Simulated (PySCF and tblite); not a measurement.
Values are calculated unless marked as measured or tabulated.
n-pentane, C₅H₁₂, numbered as in [CH3:1][CH2:2][CH2:3][CH2:4][CH3:5].

Geometries PBE0-D3(BJ)/def2-SVP; weights from PBE0-D3(BJ)/def2-TZVP (IEF-PCM, chloroform) energies and GFN2-xTB thermal corrections, with symmetry numbers and mirror pairs. Conformers within 3 kcal/mol (GFN2-xTB free energy) were kept, 5 at most. GIAO shieldings: wB97X-D/pcSseg-1 (IEF-PCM, chloroform). Shifts are against TMS (¹H), TMS (¹³C) at the same level. Run with PySCF (density fitting) and tblite.

Q: What shifts does this protocol give at 298.15 K under fast conformational exchange?

A: ¹H: 1.18 (H2/H4, 4H), 1.07 (H3, 2H), 0.96 (H1/H5, 6H) ppm. ¹³C: 36.1 (C3), 25.1 (C2/C4), 16.1 (C1/C5) ppm.

Q: How do the conformers differ?

A: Torsions listed: C1–C2–C3–C4, C2–C3–C4–C5. Of a mirror pair one member is shown.
| conformer | shape | weight % |
| --- | --- | --- |
| 1 | 177°, 65° | 47.5 |
| 2 | 180°, 180° | 42.9 |
| 3 | -61°, -61° | 8.9 |
| 4 | -61°, 89° | 0.7 |

```tsv
signal	1	2	3	4	average
H1/H5	0.95	0.99	0.86	1.01	0.96
H2/H4	1.20	1.14	1.27	1.30	1.18
H3	1.11	0.98	1.25	1.24	1.07
C1/C5	15.9	17.0	13.2	17.8	16.1
C2/C4	24.5	26.9	19.9	26.3	25.1
C3	35.4	37.7	32.4	32.4	36.1
```

Q: Which signal moves most, for its nucleus, between 250 and 373.15 K through the change of populations alone?

A: C2/C4: 25.3 ppm at 250 K, 25.2 ppm at 273.15 K, 25.1 ppm at 298.15 K, 25.0 ppm at 323.15 K, 24.9 ppm at 373.15 K.

Shifts are unscaled: against experiment ¹³C can be off by 15 ppm or more and ¹H by 0.8 ppm.
